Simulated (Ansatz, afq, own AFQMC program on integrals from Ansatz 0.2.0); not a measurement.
Two steps: Ansatz 0.2.0 writes the Fock matrix and Cholesky factors of the valence space, and afq projects on them the lowest state that overlaps trial and start.

```yaml
crystal:
  periodic: [false, false, false]
  atoms:
    - {symbol: Al, position_ang: [0.000000, 0.000000, 0.283302]}
    - {symbol: N, position_ang: [0.000000, 0.000000, -2.146698]}
    - {symbol: H, position_ang: [0.000000, 0.000000, 1.863397]}
basis:
  gaussian: {orbitals: 6-31G}
magnetization: {spin_polarized: false, initial_magnetization: 1}
correlation: {method: ccsd_t, electrons: outside_noble_gas, hamiltonian_folder: ham}
```

```sh
$ ansatz run in.yaml --threads 1 --pin off --events-out ev --progress --plain --max-ram 24576MiB --backend cuda --devices 0, --max-vram 18GiB
```

afq runs on the folder ham with

```
--method phaseless --trial hf --walkers 4000 --populations 20 --least-time 40 --time-step 0.005 --steps-per-block 20 --equilibration-blocks 160 --max-blocks 4000 --target-error 0.001800 --factor-cut 1e-05 --start spin_pure --seed 437 --taylor-order 6
```

Times are imaginary, in 1/Eh. The walk had a cap of 49 s. With eight or more populations the least sampling time is a fifth of least-time, and the error comes from their spread.

```
orbitals 18  electrons 5 4  factors 101 of 302
reference energy -296.69785020 Eh
CCSD correlation -0.16179451 Eh in 24 cycles, weight of the determinant in the CISD state 0.4769
energy of the start -296.697852 Eh
 block  time / (1/Eh)  mean weight  energy / Eh
     1     0.100  1.0002  -296.717868
     2     0.200  1.0006  -296.733702
     3     0.300  1.0006  -296.746505
     4     0.400  1.0008  -296.757192
     5     0.500  1.0007  -296.765016
     8     0.800  1.0006  -296.784735
    13     1.300  1.0000  -296.802348
    25     2.500  0.9998  -296.822372
    31     3.100  1.0000  -296.824560
    49     4.900  1.0000  -296.827829
    67     6.700  0.9999  -296.844728
    85     8.500  0.9999  -296.848449
   103    10.300  1.0001  -296.850139
   121    12.100  0.9999  -296.853767
   139    13.900  0.9999  -296.855683
   157    15.700  1.0001  -296.863099
   175    17.500  1.0000  -296.855490
   193    19.300  0.9999  -296.858218
   211    21.100  0.9998  -296.858693
   229    22.900  1.0003  -296.869197
   235    23.500  1.0006  -296.866764
error from the spread of 20 populations
energy -296.859966 +/- 0.001281 Eh
(rows thinned)
```

**Question.** Estimate how long the walk took on 1 × NVIDIA H100 80GB HBM3 with 2 threads of AMD EPYC 7R13 Processor (Zen 3), on a shared host (the card was shared).

**Answer.** 15 s of wall time.

The run passed its tests (sampling time, drift between the halves within three errors, error under three times the target), which doesn't prove that it has relaxed.

Against this walk (error 34.9 meV) on the same determinant: CCSD(T) 383.2 meV lower, CCSDT(Q) 585.8 meV lower, CCSDTQ 470.5 meV lower, full CI 471.4 meV lower, a separate phaseless walk with a CISD trial and standard settings 293.8 ± 36.1 meV lower. The error is statistical and leaves out the bias of the constraint. Full CI is exact here, so the walk's 471 meV above it is the walk's own error: the bias of the constraint with this trial. The determinant is a poor start (see the cautions), so the low cluster orders aren't to be relied on, and full CI is the sure value.

Cautions: constraint bias not in the error; a spin-contaminated unrestricted determinant lies lower (UHF 2.02 eV lower, ⟨S²⟩ 2.39); strong correlation (T1 0.178, weight of the determinant 0.48, largest double 0.26); (T) is large, 9 % of the CCSD correlation; (Q) is large, 157 meV, so the cluster series hasn't closed; CCSD(T) is in doubt: in a space of 9 electrons in 8 natural orbitals full CI lies 88 meV below it.

CCSDT and higher add their correlation energy to the determinant of the CCSD(T) run, since their own runs factorise the integrals more tightly (a shift of under 2 meV). A walk keeps the symmetry of its determinant, which the program's search chose and which needn't be the lowest solution, so a lower state of the same spin and another symmetry isn't excluded.
